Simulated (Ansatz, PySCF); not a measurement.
Barrier height from CH3Cl2, charge -1 to the transition structure CH3Cl2, without zero-point energy, on the benchmark's geometries as Psi4's copy of the set gives them.
Transition structure (charge -1, multiplicity 1):
| atom | x (Å) | y (Å) | z (Å) |
|---|---|---|---|
| Cl | 2.3226 | -0.0001 | 0.0001 |
| C | -0.0001 | 0.0005 | -0.0005 |
| H | 0.0001 | -0.7443 | -0.7676 |
| H | -0.0003 | -0.2914 | 1.0280 |
| H | 0.0001 | 1.0372 | -0.2620 |
| Cl | -2.3225 | -0.0001 | 0.0001 |

Open shells are unrestricted; no spin–orbit coupling.

Cores are frozen in the correlated methods.

Programs: Ansatz (an electronic-structure program) with Gaussian orbitals; PySCF for the dispersion terms. 

Task: What is the computed barrier height (CCSD/cc-pVDZ)?

Result: 13.7 kcal/mol

Task: What is the computed barrier height (B2PLYP-D4/def2-TZVPPD)?

Result: 10.7 kcal/mol

Task: What barrier height does BHLYP-D3(BJ)/def2-TZVPPD give?

Result: 12.7 kcal/mol
